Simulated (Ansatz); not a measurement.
Born–Oppenheimer molecular dynamics of CH$_{9}$PSi (12 atoms, charge 0, multiplicity 1). It starts at the highest image of a converged band. Of that band: Beside the main top the profile has a ripple of under 15 meV (maxima at images 4, 8), which may be a very shallow well or noise. A structure lower than the first end lies on the path between it and the top, so the climb from that side starts below the end, which may itself be a saddle point or a shallow side well. Neighbouring images differ by up to 2.9 eV, so the band resolves the path poorly. A vibrational analysis at the climbing image gives one clearly imaginary mode, 1407i cm⁻¹: a first-order saddle point.

These are results of RKS B3LYP-D4/def2-SVP (Ansatz 0.2.0), not measurements.

```yaml
ensemble: NVE (velocity Verlet)
time_step: 0.5 fs
steps_asked: 200
starting_velocities_drawn_for: 300 K
seed: 4813
```

First frame:

```xyz
12
Properties=species:S:1:pos:R:3
Si -0.305 -0.003 0.143
C 0.199 0.133 2.302
H -0.424 0.225 3.209
H 0.712 -0.838 2.313
H 0.908 0.970 2.253
H 1.196 -0.113 0.001
H -0.630 1.203 -0.665
H -0.810 -1.339 -0.253
P -2.865 0.502 1.151
H -3.135 0.204 -0.220
H -3.095 -0.852 1.568
H -0.966 0.290 1.656
```

(1) How far do the bonds stretch over the last three quarters of this one trajectory? (Pairs bonded in most of those frames.)

Results:

(1) 
```tsv
bond	mean (Å)	spread (Å)	shortest	longest
Si1–H6	1.503	0.016	1.47	1.53
Si1–H7	1.506	0.020	1.46	1.55
Si1–H8	1.505	0.033	1.45	1.56
Si1–P9	2.383	0.216	2.05	2.72
C2–H3	1.103	0.024	1.06	1.14
C2–H4	1.102	0.019	1.07	1.13
C2–H5	1.101	0.021	1.06	1.14
C2–H12	1.100	0.027	1.05	1.15
P9–H10	1.437	0.042	1.37	1.50
P9–H11	1.432	0.007	1.42	1.45
```

Mean temperature of the second half: 2505 K. The conserved energy stayed within 0.12 meV per atom of its start (net change 0.073 meV per atom), so the integration is sound. The kinetic energy rose, since the run started high on the potential surface and went downhill. It ends in pieces (CH4 + H5PSi), so much of that is their flight and rotation, not heat. A run of 0.1 ps of so small a system gives no equilibrium averages. The orbitals stay closed-shell, which can raise the energy where a bond breaks towards radicals; this wasn't checked here.

Run time: 4.6 min on 2 threads of Arm Neoverse V2 (shared host), peak memory 0.19 GiB.
